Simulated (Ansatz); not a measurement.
# H₂S, singlet: energies of several shapes or isomers

Calculated in Ansatz's Gaussian-basis code. Basis cc-pVDZ, nonrelativistic, 5 orbitals frozen in the corrections; active space CAS(8,6). Restricted Hartree–Fock, then the lowest state-specific CASSCF solution met for each case. Single-reference values can break down or jump between states where bonds are stretched. Unlike active orbitals can shift such differences by tenths of an eV, at times by over 1 eV.

Case A:

```xyz
3

S     0.0000    0.0000   -0.1123
H     0.0000    1.0492    0.8987
H     0.0000   -1.0492    0.8987
```

Case B:

```xyz
3

S     0.0000    0.0000   -0.1040
H     0.0000    0.9715    0.8321
H     0.0000   -0.9715    0.8321
```

Case C:

```xyz
3

S     0.0000    0.0000   -0.0957
H     0.0000    0.8938    0.7656
H     0.0000   -0.8938    0.7656
```

Energy less that of case A, in eV:

```json
{"case": "B", "RHF/ROHF": "-0.332", "CASSCF": "-0.169"}
{"case": "C", "RHF/ROHF": "+0.005", "CASSCF": "+0.297"}
```

(1) What does SC-NEVPT2 give for these differences?

(2) Which case is lowest, and do the methods agree?

Answers

(1) B: -0.224 eV (-5.2 kcal/mol); C: +0.186 eV (4.3 kcal/mol).

(2) B is lowest in SC-NEVPT2. Of the methods shown, RHF/ROHF, CASSCF agree.
